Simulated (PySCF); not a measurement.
## Adding and removing an electron: NO

UHF-CCSD; N def2-TZVPPD, O def2-TZVPPD; no relativity (PySCF 2.14). Neutral (UHF): doublet (π ↑), Re = 1.146 Å, ωe = 1984 cm⁻¹, De = 5.87 eV.

NO⁺ (RHF): singlet (closed shell), Re = 1.059 Å, ωe = 2471 cm⁻¹, De = 10.06 eV to N + O⁺. The energies at the minima are -129.70467 hartree for NO and -129.36896 for NO⁺.

Task: Work out the adiabatic ionisation energy, without and with harmonic zero-point energies (1 hartree = 27.2114 eV, 1 eV = 8065.5 cm⁻¹), and the change of the bond length.

Result: At CCSD: 0.33571 hartree = 9.135 eV between the minima; the zero-point term (2471.0 − 1984.0)/2 cm⁻¹ = +0.030 eV makes it 9.165 eV. Re changes by -8.7 pm against the neutral. The electron leaves a π orbital, and the shorter bond of the ion fits an antibonding orbital, or a change in how ionic the bond is.

Correlated steps freeze 2 core orbitals. For an ion De counts to the pair picked by the measured ionisation energies or electron affinities, which need not be the lowest pair at this level. Where the molecule has an RHF reference, its open-shell atoms are computed with UHF. States were picked by a PBE0 search and need not be the measured ground states.

Neutral and ion stand on different kinds of reference determinant, which adds to the error of the difference.
